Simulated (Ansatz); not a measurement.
# BClH5P: the cost of one run

All numbers below are computed with Ansatz 0.2.0 (RKS BLYP/def2-SVP).

## (1) The system as given

Bond lengths: B1–Cl2 2.210 Å, B1–H3 1.190 Å, B1–H4 1.190 Å, B1–P5 2.210 Å, P5–H6 1.420 Å, P5–H7 1.420 Å, Cl2–H8 1.342 Å, P5–H8 1.397 Å. Angles: B1–Cl2–H8 73.8°, Cl2–B1–H3 120.0°, Cl2–B1–H4 120.0°, Cl2–B1–P5 71.6°, H3–B1–H4 120.0°, H3–B1–P5 97.0°, H4–B1–P5 101.2°, B1–P5–H6 109.5°, B1–P5–H7 109.5°, B1–P5–H8 73.0°, H6–P5–H7 109.4°, H6–P5–H8 144.9°, H7–P5–H8 101.9°, Cl2–H8–P5 141.6°.

Structure file:

```xyz
8

B     0.0000    0.0000    0.0000
Cl    0.0000    0.0000    2.2100
H     1.0305    0.0000   -0.5950
H    -1.0305    0.0000   -0.5950
P     0.0924   -2.0952    0.6969
H    -0.6759   -2.9172   -0.1694
H     1.4420   -2.5368    0.6936
H     0.0567   -1.2871    1.8353
```

## (2) A restrained relaxation towards end A

Springs on the bonds that form and break draw the guess towards this end; the thresholds are loose.

input.yaml reads:

```yaml
crystal:
  periodic: [false, false, false]
  atoms:
    - { symbol: B, position_ang: [0.0, 0.0, 0.0] }
    - { symbol: Cl, position_ang: [0.0, 0.0, 2.21] }
    - { symbol: H, position_ang: [1.0305, 0.0, -0.595] }
    - { symbol: H, position_ang: [-1.0305, 0.0, -0.595] }
    - { symbol: P, position_ang: [0.0924, -2.0952, 0.6969] }
    - { symbol: H, position_ang: [-0.6759, -2.9172, -0.1694] }
    - { symbol: H, position_ang: [1.442, -2.5368, 0.6936] }
    - { symbol: H, position_ang: [0.0567, -1.2871, 1.8353] }
basis:
  gaussian: { orbitals: def2-SVP }
hamiltonian:
  xc: blyp
relax:
  f_tol: 0.15
  max_steps: 25
  restrain:
    - { distance: [0, 4], at: 3.11, k: 30.0 }
    - { distance: [7, 1], at: 2.57, k: 30.0 }
    - { distance: [0, 1], at: 1.86, k: 30.0 }
    - { distance: [7, 4], at: 1.42, k: 30.0 }
```

The run is started by

```
> ansatz run input.yaml --threads 1 --pin off --max-ram 2048MiB --backend cpu --events-out ev --progress --plain --runs-dir out
```

What time and memory should one allow on 1 thread of Arm Neoverse N1, shared host?

About 33 s, with a peak of 0.13 GiB.
